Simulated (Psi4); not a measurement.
**C3H6F2 (1,3-difluoropropane) at CAM-B3LYP/cc-pVDZ**

What is the energy change on altering one bond length of C3H6F2 (1,3-difluoropropane) at CAM-B3LYP/cc-pVDZ? 

The results are computed with Psi4 1.11.

3 further runs of the same task are left out: 2 that didn't finish, 1 set aside as unsound or not needed.

### 1 The structure to begin with

C3H6F2 has 11 atoms, charge 0, and is taken as a singlet. SMILES: `FCCCF`. Geometry: relaxed at PBE0-D4/def2-TZVP. This is one conformer, not always the lowest.

Bond lengths: F1–C2 1.383 Å, C2–C3 1.509 Å, C3–C4 1.507 Å, C4–F5 1.386 Å, C2–H6 1.096 Å, C2–H7 1.093 Å, C3–H8 1.093 Å, C3–H9 1.095 Å, C4–H10 1.095 Å, C4–H11 1.093 Å. Some angles: F1–C2–C3 109.8°, C2–C3–C4 112.4°, C3–C4–F5 110.3°, F1–C2–H6 107.7°, F1–C2–H7 107.9°, C3–C2–H6 111.1°, C3–C2–H7 111.3°, C2–C3–H8 109.6°, C2–C3–H9 109.3°, C4–C3–H8 109.6°.

### 2 Energy and gradient at CAM-B3LYP/cc-pVDZ

Input file c3h6f2.xyz:

```xyz
11
C3H6F2
F     -1.964400     1.432700    -0.107100
C     -0.715300     1.000700     0.300600
C     -0.375000    -0.298800    -0.387800
C      0.967500    -0.838200     0.034700
F      1.975600     0.040200    -0.331200
H     -0.744500     0.875300     1.388600
H      0.008000     1.781800     0.054100
H     -0.388200    -0.154300    -1.471600
H     -1.138100    -1.046200    -0.147100
H      1.026200    -0.968100     1.120800
H      1.173400    -1.798000    -0.445900
```

Input file run_ase.py:

```python
import numpy as np
from ase.calculators.psi4 import Psi4
from ase.io import read

mol = read('c3h6f2.xyz')
calc = Psi4(atoms=mol, method='cam-b3lyp', basis='cc-pVDZ', memory='1600MB', num_threads=1, charge=0, multiplicity=1, label='c3h6f2')
calc.psi4.set_options({'puream': True, 'e_convergence': 1e-09, 'd_convergence': 1e-08, 'scf_type': 'pk', 'dft_radial_points': 99, 'dft_spherical_points': 590})
mol.calc = calc

forces = mol.get_forces()
print(f'energy: {mol.get_potential_energy():.6f} eV')
print('forces / eV A^-1')
print(np.round(forces, 5))
```

Launch:

```bash
python run_ase.py
```

c3h6f2.dat:

```text
[...]
  Running in c1 symmetry.
[...]
  Nuclear repulsion =  184.503528916065250
[...]
  Multiplicity = 1
[...]
  Nalpha       = 21
  Nbeta        = 21
[...]
    Number of basis functions: 100
[...]
   @RKS iter   1:  -317.35581960009733   -4.40363e-01   5.26799e-03 ADIIS/DIIS
[...]
   @RKS iter  11:  -317.49427674560229   -9.66338e-12   5.09117e-09 DIIS
[...]
    Orbital Energies [Eh]
    ---------------------
    Doubly Occupied:
       1A    -24.750433     2A    -24.743423     3A    -10.339700
       4A    -10.331407     5A    -10.270644     6A     -1.270313
       7A     -1.263642     8A     -0.885100     9A     -0.768924
      10A     -0.688750    11A     -0.588119    12A     -0.580340
      13A     -0.559657    14A     -0.548756    15A     -0.519395
      16A     -0.496006    17A     -0.460312    18A     -0.424748
      19A     -0.404748    20A     -0.394938    21A     -0.386106
[...]
  @RKS Final Energy:  -317.49427674560229
   => Energetics <=
    Nuclear Repulsion Energy =            184.5035289160652496
    One-Electron Energy =                -802.8908313149020159
    Two-Electron Energy =                 329.7659832084785307
    DFT Exchange-Correlation Energy =     -28.8729575552441275
    Empirical Dispersion Energy =           0.0000000000000000
    VV10 Nonlocal Energy =                  0.0000000000000000
    Total Energy =                       -317.4942767456022921
[...]
 Multipole Moments:
 ------------------------------------------------------------------------------------
     Multipole            Electronic (a.u.)      Nuclear  (a.u.)        Total (a.u.)
 ------------------------------------------------------------------------------------
 L = 1.  Multiply by 2.5417464519 to convert [e a0] to [Debye]
 Dipole X            :          0.0959557           -0.0079578            0.0879979
 Dipole Y            :          3.1299011           -3.7858827           -0.6559816
 Dipole Z            :         -0.9790838            1.2759935            0.2969097
 Magnitude           :                                                    0.7254040
[...]
  -Total Gradient:
     Atom            X                  Y                   Z
    ------   -----------------  -----------------  -----------------
       1        0.002726672661    -0.000151603488     0.001343530559
       2        0.003433066474     0.000221382912     0.002596371357
       3       -0.002382737895    -0.001000767391    -0.003351429981
       4       -0.000332192255    -0.002395620723     0.002300503562
       5       -0.001381249871    -0.003399621889     0.000919658001
       6       -0.000808572150     0.000829155520    -0.005457918458
       7       -0.005027477312    -0.002807477988     0.000930342052
       8        0.000060939793    -0.000868013590     0.005082274969
       9        0.003993286766     0.003045509723    -0.000890474362
      10        0.000322457842     0.001223892506    -0.005471364116
      11       -0.000595042590     0.005302228876     0.002001053992
[...]
```

Standard output:

```text
energy: -8639.459325 eV
forces / eV A^-1
[[-0.14021  0.0078  -0.06909]
 [-0.17654 -0.01138 -0.13351]
 [ 0.12253  0.05146  0.17234]
 [ 0.01708  0.12319 -0.1183 ]
 [ 0.07103  0.17482 -0.04729]
 [ 0.04158 -0.04264  0.28066]
 [ 0.25852  0.14437 -0.04784]
 [-0.00313  0.04464 -0.26134]
 [-0.20534 -0.15661  0.04579]
 [-0.01658 -0.06294  0.28135]
 [ 0.0306  -0.27265 -0.1029 ]]
```

It took 87 s on 1 thread of Intel Xeon Platinum 8259CL at 2.50GHz (Skylake/Cascade Lake), shared host; peak memory 0.96 GiB.

### 3 The distorted shape at the same level

Input file calc.dat:

```
memory 1600 mb

molecule {
  0 1
  F     -2.015456     1.627666    -0.003818
  C     -0.766356     1.195666     0.403882
  C     -0.375000    -0.298800    -0.387800
  C      0.967500    -0.838200     0.034700
  F      1.975600     0.040200    -0.331200
  H     -0.795556     1.070266     1.491882
  H     -0.043056     1.976766     0.157382
  H     -0.388200    -0.154300    -1.471600
  H     -1.138100    -1.046200    -0.147100
  H      1.026200    -0.968100     1.120800
  H      1.173400    -1.798000    -0.445900
  symmetry c1
}

set {
  basis                cc-pVDZ
  reference            rks
  puream               true
  e_convergence        1e-09
  d_convergence        1e-08
  scf_type             pk
  dft_radial_points    99
  dft_spherical_points 590
}

e, wfn = gradient('cam-b3lyp', return_wfn=True)
oeprop(wfn, 'QUADRUPOLE', 'DIPOLE', 'MAYER_INDICES', title='CAM-B3LYP')
print_variables()
```

Launch:

```bash
psi4 -i calc.dat -o calc.out -n 1
```

calc.out, cut to the lines that bear on the results:

```text
[...]
  Running in c1 symmetry.
[...]
  Nuclear repulsion =  178.981983696143857
[...]
  Multiplicity = 1
[...]
  Nalpha       = 21
  Nbeta        = 21
[...]
    Number of basis functions: 100
[...]
   @RKS iter   1:  -317.35305865631250   -7.01434e-01   4.97478e-03 DIIS/ADIIS
[...]
   @RKS iter  11:  -317.47552040238367   -1.26192e-11   6.09480e-09 DIIS
[...]
    Orbital Energies [Eh]
    ---------------------
    Doubly Occupied:
       1A    -24.747569     2A    -24.747192     3A    -10.345803
       4A    -10.338247     5A    -10.282369     6A     -1.267033
       7A     -1.264992     8A     -0.860446     9A     -0.760708
      10A     -0.691278    11A     -0.576645    12A     -0.571938
      13A     -0.552390    14A     -0.548083    15A     -0.519451
      16A     -0.496394    17A     -0.461779    18A     -0.419285
      19A     -0.403063    20A     -0.400485    21A     -0.368975
[...]
  @RKS Final Energy:  -317.47552040238367
   => Energetics <=
    Nuclear Repulsion Energy =            178.9819836961438568
    One-Electron Energy =                -791.9553613512700849
    Two-Electron Energy =                 324.3064961727283730
    DFT Exchange-Correlation Energy =     -28.8086389199858282
    Empirical Dispersion Energy =           0.0000000000000000
    VV10 Nonlocal Energy =                  0.0000000000000000
    Total Energy =                       -317.4755204023836654
[...]
  -Total Gradient:
     Atom            X                  Y                   Z
    ------   -----------------  -----------------  -----------------
       1       -0.004282524060     0.005256000614     0.001042055805
       2       -0.004121533041     0.050333267001     0.031776898864
       3        0.008962354399    -0.051564248728    -0.031619521704
       4        0.001973506267    -0.008979144567    -0.000232119604
       5       -0.001554638058    -0.002870137576     0.000889855398
       6       -0.001480147099     0.006233441462    -0.003338485854
       7       -0.006511302785     0.001301244176     0.004558622946
       8        0.001233619360    -0.005895263746     0.003235581633
       9        0.005821675915    -0.001312114851    -0.003562128629
      10        0.000126738726     0.001637911045    -0.005356650974
      11       -0.000167495258     0.005859366376     0.002601631342
[...]
```

It took 98 s on 1 thread of Intel Xeon Platinum 8259CL at 2.50GHz (Skylake/Cascade Lake), shared host; peak memory 0.94 GiB.

### 4 Outcome

At CAM-B3LYP/cc-pVDZ:

| quantity | value |
| --- | --- |
| first shape: total energy | -317.49428 Eh |
| first shape: dipole moment | 1.84 D |
| first shape: HOMO energy | -10.51 eV |
| first shape: LUMO energy | 2.71 eV |
| first shape: HOMO–LUMO gap | 13.22 eV |
| first shape: largest force on an atom | 0.300 eV/Å |
| distorted shape: total energy | -317.47552 Eh |
| distorted shape: dipole moment | 1.78 D |
| distorted shape: HOMO energy | -10.04 eV |
| distorted shape: LUMO energy | 2.72 eV |
| distorted shape: HOMO–LUMO gap | 12.76 eV |
| distorted shape: largest force on an atom | 3.144 eV/Å |
| energy change with the C2–C3 bond stretched from 1.509 to 1.736 Å | 0.510 eV |

What this shows: With the C2–C3 bond stretched from 1.509 to 1.736 Å the energy rises by 0.51 eV (49.2 kJ/mol). The first shape isn't relaxed at this level, so the change isn't measured from a minimum. The largest force (first shape) is 0.30 eV/Å: the shape isn't a stationary point for this species at this level.
